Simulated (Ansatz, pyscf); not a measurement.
`[BH2][BH][OH]` -> `[BH3]` + `[BH]=[O]`, an elimination on the singlet surface: B–B, H–O broken, B–H formed. Structures and frequencies: ωB97X-D3(BJ)/def2-SVP in PySCF. Wave-function energies: Ansatz (a first-principles code), frozen core, RHF or UHF references. In kJ/mol, from the reactant's lowest minimum found.

Cost: rough CPU time of the saddle's run relative to CCSD(T)/cc-pV(D+d)Z, from one job on a shared machine, with the HF step and its search for lower states.

| level | barrier | reaction energy | cost |
|---|---|---|---|
| ωB97M-D3(BJ)/def2-TZVP | 254.57 | +24.40 | – |
| ωB97X-D3(BJ)/def2-TZVP | 260.43 | +35.85 | – |
| CCSD(T)/cc-pV(D+d)Z | 261.13 | +4.48 | 1 |
| CCSDT(Q)/cc-pV(D+d)Z | ___ | ___ | 92 |
| CCSD(T)/cc-pV(T+d)Z | 259.19 | +23.22 | 9 |
| CCSD(T)/cc-pV(Q+d)Z | ___ | +23.38 | – |

**Question.** Some entries are withheld; supply them.

**Answer.** 
- CCSDT(Q)/cc-pV(D+d)Z, barrier: 258.94
- CCSDT(Q)/cc-pV(D+d)Z, reaction energy: +3.58
- CCSD(T)/cc-pV(Q+d)Z, barrier: 257.70

In cc-pV(D+d)Z, going from CCSD(T) to CCSDT(Q) shifts the barrier by -2.19 and the reaction energy by -0.90 kJ/mol. With HF in the quadruple-zeta basis and the correlation energy extrapolated as X⁻³ from X = 3, 4, CCSD(T) gives 256.95 and +24.18; adding the double-zeta shift gives ΔE‡ = 254.76 and ΔE = +23.29 kJ/mol, without core correlation, relativity or geometry relaxation at these levels. The products may also form a dative adduct at BH₃; it and routes through it were not searched. At the saddle there is also a short B–H contact that neither side keeps. This saddle turned up in a search for another step; its sides and bond changes are read from the two ends of the descent. H₂B–BH–OH lies 139.97 kJ/mol over its isomer H₂B–O–BH₂ (electronic energy, ωB97M-D3(BJ)/def2-TZVP). One saddle was located; it need not be the lowest between these sides.
